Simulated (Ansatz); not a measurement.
hcp Zr, treated with r²SCAN (plane waves, PAW; Ansatz, a quantum-chemistry and plane-wave program).

Input:

Ansatz 0.2 input:
```yaml
crystal:
  lattice:
    - [1.6161, -2.799167, 0.0]
    - [1.6161, 2.799167, 0.0]
    - [0.0, 0.0, 5.1479]
  atoms:
    - { symbol: Zr, position: [0.33333333, 0.66666667, 0.25] }
    - { symbol: Zr, position: [0.66666667, 0.33333333, 0.75] }
basis:
  ecutwfc: 560
  ecutrho_ratio: 4
  xc_grid: 3
kpoints:
  mp_grid: { grid: [18, 18, 12] }
hamiltonian:
  xc: r2scan
  dispersion: none
  pseudopotentials: { kind: paw }
scf:
  occupations: { method: fermi_dirac, width: 0.05 }
  convergence: { dr2_threshold: 0.0000000002 }
output:
  forces: true
  stress: true
  eigenvalues: true
```

### Question
How many irreducible k-points, plane waves at Γ does the program set up, and what pressure does the run end with?

### Answer
259 irreducible k-points, 1387 plane waves at Γ; P = 0.88 GPa, so the cell is compressed on average and its volume would grow at this level.

Output (set-up and result lines):

```
Crystal: 2 atoms, lattice volume = 46.575 Å³
Basis set: ecut = 560 eV, 1387 PW (Γ), exchange–correlation on 75×75×120 points (27 copies of the dense FFT grid, shifted against one another)
Bands: 16, of which v1, the nominal top of the filled ones, is band 12 counted from 1 (11 counted from 0)
Symmetry: 24 space group operations
Space group: P63/mmc (ITA 194), of the structure as read, at distance tolerance 3.6e-5 Å
k-points: 259 of 3888
Functional: x = r2scan, c = r2scan; τ floored in thin density (d = 2e-4 eV/Å³)
SCF iter   1: F=—  HF=-8389.992481 eV  |F-HF|=—  |Δ(HF+E_count)|=         —  Δρ=7.37e-3  dr2=1.88e-2  dr2_τ=9.54e-3
SCF iter   2: F=—  HF=-8390.053197 eV  |F-HF|=—  |Δ(HF+E_count)|=   6.07e-2  Δρ=4.96e-3  dr2=8.39e-3  dr2_τ=4.27e-4
  ...
SCF iter   7: F=—  HF=-8390.054559 eV  |F-HF|=—  |Δ(HF+E_count)|=   6.03e-8  Δρ=2.33e-6  dr2=2.52e-9  dr2_τ=2.12e-10
SCF iter   8: F=-8390.054559 eV  HF=-8390.054559 eV  |F-HF|=1.82e-12  |Δ(HF+E_count)|=  8.49e-10  Δρ=4.64e-7  dr2=8.23e-11  dr2_τ=1.23e-11
SCF 1 converged in 8 iterations: F = -8390.054559 eV  dr2 = 8.23e-11
SCF converged after 8 iterations
Free energy (F): -8390.054559 eV
Internal energy: -8390.041022 eV  (E = F + TS)
E sigma→0 (E₀):  -8390.047791 eV
Fermi energy:    14.053444 eV
--- Forces (eV/Å), atoms counted from 1 ---
  atom   1  Zr     0.00000000     0.00000000     0.00000000
  atom   2  Zr    -0.00000000     0.00000000    -0.00000000
--- Stress (GPa, compression-positive) ---
        0.967781      -0.000000      -0.000000
        0.000000       0.967781       0.000000
       -0.000000       0.000000       0.696837
  P = ⅓ Tr σ = 0.8775 GPa (8.775 kbar)
```

The PAW data were made under PBE.

Note: cell and atoms aren't relaxed at this level (pressure 0.9 GPa).

Computing time: very roughly 30 core-seconds.
